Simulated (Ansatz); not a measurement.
**NF₃ (singlet): wave-function methods side by side, cc-pVTZ**

How much of the correlation energy of NF₃ (singlet) does each wave-function method recover here?

Computed with Ansatz 0.2.0, Gaussian basis. Level: cc-pVTZ, correlated electrons: outside noble gas.

Plan: UHF; CCSD(T) on RHF; BCCD(T) on RHF; CISD; CCSDT(Q) on RHF; CASSCF and NEVPT2, 20 electrons in 13 orbitals.

**1. The system**

The geometry is an MP2(full)/6-31G* stationary point (not a proven minimum).

4 atoms, charge 0, spin multiplicity 1.

Atoms are counted from 1 here; the program's logs count them from 0.

Bond lengths: N1–F2 1.383 Å, N1–F3 1.383 Å, N1–F4 1.383 Å. Angles: F2–N1–F3 101.6°, F2–N1–F4 101.6°, F3–N1–F4 101.6°.

As a file:

```csv
atom,x (Å),y (Å),z (Å)
N1,0.0000,0.0000,0.4950
F2,0.0000,1.2382,-0.1216
F3,1.0723,-0.6191,-0.1216
F4,-1.0723,-0.6191,-0.1216
```

In the tables R marks a restricted determinant and U an unrestricted one; 'valence' is the active space of 20 electrons in 13 orbitals; correlation energies count from the lowest restricted Hartree-Fock solution.

**2. UHF**

in.yaml reads:

```yaml
crystal:
  periodic: [false, false, false]
  atoms:
    - {symbol: N, position_ang: [0.000000, 0.000000, 0.494981]}
    - {symbol: F, position_ang: [0.000000, 1.238218, -0.121643]}
    - {symbol: F, position_ang: [1.072328, -0.619109, -0.121643]}
    - {symbol: F, position_ang: [-1.072328, -0.619109, -0.121643]}
basis:
  gaussian: {orbitals: cc-pVTZ}
magnetization: {spin_polarized: true, initial_magnetization: 0}
hamiltonian: {xc: hf}
output: {orbitals: {seedname: orbitals}}
```

Started as:

```console
> ansatz run in.yaml --threads 1 --pin off --events-out ev --progress --plain --max-ram 3956MiB --backend cpu
```

Further steps of the session: CCSD(T) on RHF; BCCD(T) on RHF; CISD; CCSDT(Q) on RHF; CASSCF and NEVPT2, 20 electrons in 13 orbitals.

**Question.** What will the summary of the whole plan be? Wanted: correlation energy, RCCSDT(Q); RMP2 from RCCSDT(Q); RCCSD from RCCSDT(Q); RCCSD(T) from RCCSDT(Q); NEVPT2 valence from RCCSDT(Q); T1 diagnostic; effectively unpaired electrons.

**Answer**, as computed:

| quantity | value |
| --- | --- |
| correlation energy, RCCSDT(Q) | -27.4913 eV |
| RMP2 from RCCSDT(Q) | +1082.6 meV |
| RCCSD from RCCSDT(Q) | +1057.6 meV |
| RCCSD(T) from RCCSDT(Q) | +66.6 meV |
| NEVPT2 valence from RCCSDT(Q) | +2138.4 meV |
| levels of the table within 1 kcal/mol (43 meV) | none |
| T1 diagnostic | 0.015 |
| effectively unpaired electrons | 0.07 |

What this shows: RCCSD(T) misses by +66.6 meV, 0.2 % of the correlation energy. One determinant dominates. These misses are within one basis, not against nature; the frozen cores of restricted and unrestricted runs differ, which can shift their rows.
